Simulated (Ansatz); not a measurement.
**SrSi₃Au: computed properties**

Method: DFT r2SCAN, scalar-relativistic, plane waves, PAW in Ansatz 0.2.0.

Cutoff 500 eV; k points 12×12×12 on the computed 5-atom cell (Γ-centred); Gaussian smearing, width 0.10 eV; no spin polarisation.

The structure is relaxed at this level of theory with its symmetry kept. Whether it is the stable form of this composition wasn't checked.

```cif
data_structure
_symmetry_space_group_name_H-M 'P 1'
_symmetry_Int_Tables_number 1
_cell_length_a 5.8558
_cell_length_b 5.8558
_cell_length_c 5.8558
_cell_angle_alpha 135.536
_cell_angle_beta 135.536
_cell_angle_gamma 64.699
_cell_volume 97.14
loop_
_atom_site_label
_atom_site_type_symbol
_atom_site_fract_x
_atom_site_fract_y
_atom_site_fract_z
_atom_site_occupancy
Sr1 Sr 0.99894 0.99894 0.00000 1
Si1 Si 0.37806 0.37806 0.00000 1
Si2 Si 0.25594 0.75594 0.50000 1
Si3 Si 0.75594 0.25594 0.50000 1
Au1 Au 0.63362 0.63362 0.00000 1
```

Problem. Formation energy from the elements' standard states (uncorrected)?

Solution. -0.377 eV/atom.

Problem. Density of states at the Fermi level?

Solution. 1.25 states/eV per cell.

Problem. Löwdin character within 0.5 eV of the Fermi level?

Solution. Si 3p 65 %, Si 3s 12 %, unprojected 14 %.

Problem. Bader charges (e)?

Solution. Sr (1 in the cell) 1.41, Si (1 in the cell) -0.18, Si (2 in the cell) 0.05, Au (1 in the cell) -1.34.

Spin-orbit coupling is left out, which matters for the bands of heavy elements.

Cost: 1 run of about 17 core-minutes, on AMD EPYC (Zen 3) (shared hosts).